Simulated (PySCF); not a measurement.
Problem. Write Cartesian coordinates for `COC(=O)OC` (dimethyl carbonate) as optimised with PBE0-D3(BJ)/def2-TZVP.

Solution. 
```xyz
12
C3H6O3 angstrom
C      2.2854    0.3025    0.2641
O      1.1350   -0.4892    0.5379
C      0.0015   -0.0032    0.0438
O     -0.1141    1.0126   -0.5875
O     -0.9817   -0.8353    0.3701
C     -2.2676   -0.4402   -0.0936
H      2.1800    1.2973    0.6987
H      3.1193   -0.2249    0.7214
H      2.4393    0.3990   -0.8112
H     -2.9575   -1.1942    0.2781
H     -2.2903   -0.4089   -1.1837
H     -2.5321    0.5437    0.2954
```

Orientation and origin are arbitrary. Atoms count from 1 in this order. The 6 heavy atoms lie in one plane (0.000 Å rms). Of the pairs four or more bonds apart, O4···H12 is among the closest relative to their van der Waals radii: 2.62 Å, 96 % of the sum of Bondi's values. The 5 C–O bonds span 1.202 Å (C3=O4, drawn double) to 1.423 Å (C1–O2, drawn single), a spread of 0.221 Å.

Bonds between heavy atoms (Å): C1–O2 1.423, O2–C3 1.329, C3=O4 1.202, C3–O5 1.329, O5–C6 1.423.

Method used: PySCF, PBE0-D3(BJ)/def2-TZVP geometry optimisation, gas phase.

Not checked by PBE0-D3(BJ)/def2-TZVP frequencies. One conformer, not necessarily the lowest (C1–O2–C3–O4 0°, O2–C3–O5–C6 180°).

On one thread, Arm Neoverse V1 (aarch64), shared host with 32 logical CPUs at a one-minute load of 9.2, this took 2.2 min of wall time and 1.0 GiB of memory at its peak. These figures are those of the optimisation.
